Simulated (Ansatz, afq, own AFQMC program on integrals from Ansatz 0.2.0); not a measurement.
## CH₂B, quartet in cc-pVTZ, levels against CCSDT(Q)

```xyz
4

B     0.0000    0.0000    0.8265
C     0.0000    0.0000   -0.5553
H     0.0000   -0.9252   -1.1237
H     0.0000    0.9252   -1.1237
```

Connectivity, by distances: B–CH2.

Basis cc-pVTZ. Only valence electrons are correlated. AFQMC by an in-house program on the Cholesky factors that Ansatz 0.2.0 writes for its CCSD(T) run. The CISD trial takes its coefficients from CCSD amplitudes. Released means that phaseless walkers are propagated on without the constraint, phases kept. ± is one standard error of the sampling.

Determinant: UHF, the one that the program's search chose, which needn't be the lowest solution. The geometry is a PBE0/def2-TZVP stationary point of this or a neighbouring charge and spin state.

No full CI on the walks' own integrals is used here; CCSDT(Q) serves as the reference and is uncertain by about the last step of the cluster series.

Cautions: another spin lies lower.

The T1 diagnostic is 0.0146. The weight of the determinant in the CISD state is 0.918, the ⟨S²⟩ of the determinant is 3.754 and the size of the correlated space is 9 electrons in 86 orbitals.

```
  level  correlation energy (eV)
    MP2                  -5.0768
   CCSD                  -5.7391
CCSD(T)                  -5.9325
```

(1) Estimate where AFQMC with the constraint released lies against CCSD(T) on the same integrals.

(1) 2.5 ± 0.5 kJ/mol below CCSD(T).

Reference: CCSDT(Q), correlation energy -5.961 eV. The released energy is read at 1.50 1/Eh (meV from the phaseless value at times in 1/Eh: -4 ± 5 at 0.24, -5 ± 4 at 0.50, -4 ± 3 at 1.00, -4 ± 5 at 1.50).

```
         level  E − E(reference) (kJ/mol)  share of correlation (%)
       CCSD(T)                        2.7                     99.53
         CCSDT                        0.7                     99.89
 ph-AFQMC/CISD                  0.6 ± 0.4                     99.90
released AFQMC                  0.2 ± 0.5                     99.97
```

A walk keeps the symmetry of its determinant, which the program's search chose and which needn't be the lowest solution, so a lower state of the same spin and another symmetry isn't excluded. Released energies are given only where the last usable release times agree within the noise; a slower fall can still hide under it.
